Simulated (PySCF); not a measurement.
# CH3ClO2S: core ionisation energies

Species: CH₃ClO₂S.
Atom-mapped SMILES: `[CH3:1][S:2](=[O:3])(=[O:4])[Cl:5]`

Computed with delta-SCF UKS SCAN, pcX-2 on the ionised atom, pcseg-1 elsewhere, spin-free X2C in PySCF. Each binding energy is the total energy of the core-ionised species, with the hole localised on one atom, minus that of the ground state; both are solved self-consistently, so orbital relaxation is included.

**Question.** List the computed XPS lines with their assignment.

**Answer.** 
```csv
atom(s),environment,level,binding energy (eV),2p1/2 (eV),count
S2,sulfonyl sulfur,S 2p3/2,175.18,176.41,1
Cl5,chlorine bonded to S,Cl 2p3/2,206.33,207.98,1
C1,S-methyl carbon,C 1s,292.68,–,1
O3/O4,sulfonyl oxygen,O 1s,538.73,–,2
S2,sulfonyl sulfur,S 1s,2484.10,–,1
Cl5,chlorine bonded to S,Cl 1s,2828.91,–,1
```

**Question.** Express the binding energy of S 2p3/2 of S2 in atomic units and per mole.

**Answer.** 175.18 eV = 6.4377 Eh = 16902 kJ/mol.

**Question.** Which photon energy gives electrons from S 2p3/2 of S2 a kinetic energy of 100 eV, and what is their de Broglie wavelength?

**Answer.** hν = 175.18 + 100 = 275.18 eV, recoil neglected; λ = 12.264 Å/√(E/eV) = 1.23 Å.

Atoms equivalent by their bonding share one computed value, that of the first of them. 2p3/2 and 2p1/2 are the ΔSCF energy of one spin-free 2p hole plus the eigenvalues of a spin–orbit and ligand-field matrix of the shell. 2p1/2 minus 2p3/2 (ligand field included): S 1.23 eV, Cl 1.65 eV. Isolated species at its PBE0-D3(BJ)/def2-SVP geometry, gas phase.
